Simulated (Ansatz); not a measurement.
**How far each method lies from UCCSDT(Q) for [Br···H···CH$_{3}$], doublet**

Geometry: a point of a hydrogen-transfer path between rigid fragments, not a stationary point.

```yaml
atoms:
  - { symbol: Br, position_ang: [-0.4598, 0.0000, 0.0000] }
  - { symbol: H, position_ang: [1.0072, 0.0000, 0.0000] }
  - { symbol: C, position_ang: [2.3762, 0.0000, 0.0000] }
  - { symbol: H, position_ang: [2.3762, -1.0800, 0.0000] }
  - { symbol: H, position_ang: [2.3762, 0.5400, 0.9353] }
  - { symbol: H, position_ang: [2.3762, 0.5400, -0.9353] }
```

Basis cc-pVDZ; Ansatz 0.2.0. Only valence electrons are correlated (noble-gas cores and the filled d shells of p-block atoms frozen), which leaves 15 electrons in 46 orbitals. R marks a restricted (for open shells ROHF) determinant, U an unrestricted one. Active spaces: pair = (3e, 3o) about the gap; valence = (15e, 12o) chosen from the atoms' valence shells. No spin–orbit coupling is included, and no scalar relativity.

Full CI isn't at hand for all of this; UCCSDT(Q) serves as the reference, and is uncertain by about the last step of the cluster series. The frozen core follows each run's orbitals, which can shift R against U totals by a few meV for light atoms and by up to 0.1 eV past Ca.

The UHF ⟨S²⟩ is 0.781 and the T1 diagnostic (RCCSD) is 0.0202. The largest doubles amplitude (RCCSD) is 0.063 and the T1 diagnostic (UCCSD) is 0.0123.

```json
{"level": "UHF", "E − E(RHF) (eV)": "-0.2181"}
{"level": "UMP2", "E − E(RHF) (eV)": "-7.5109"}
{"level": "UCCSD", "E − E(RHF) (eV)": "-8.4756"}
{"level": "UCCSD(T)", "E − E(RHF) (eV)": "-8.6503"}
```

(1) Estimate how far UCCSDT(Q) in cc-pVDZ lies from UCCSD(T). The table doesn't fix it; the size of (T) and the diagnostics are the guide.

(1) UCCSDT(Q) in cc-pVDZ lies 33 meV below UCCSD(T), which is 19 % of the (T) step (-175 meV). The diagnostics are small and one determinant leads, so the series closes fast and only a small part of (T) is left.

The other levels:

```csv
level,E − E(UCCSDT(Q)) (meV),share of correlation (%),wall time
UCCSDT,12,99.86,–
```

The correlation energy at UCCSDT(Q), counted from RHF, is -8.683 eV. That run took 9.5 s on 2 threads of AMD EPYC 7R13 with a shared H100 80 GB, shared host.

Run but not shown, since their state or frozen core can't be matched to the reference's or they repeat it: RHF, RMP2, CISD, RCCSD, RCCSD(T), BCCD(T), RCCSDT, RCCSDT(Q), CASSCF (pair space), NEVPT2 (pair space), MRCISD (pair space), MRCISD+Q (pair space), CASSCF (valence space), NEVPT2 (valence space), MRCISD (valence space), MRCISD+Q (valence space).

Times hold each run's SCF and search for its determinant on a shared host, so for small cases they say little of a method's own cost; they ran on 1 thread of AMD EPYC 7R13.

Natural occupations of CASSCF (valence space) about the gap: 1.999 1.983 1.978 1.978 1.971 1.000 0.031 0.022 0.019 0.019; effectively unpaired electrons, Σ n²(2−n)², 1.02.
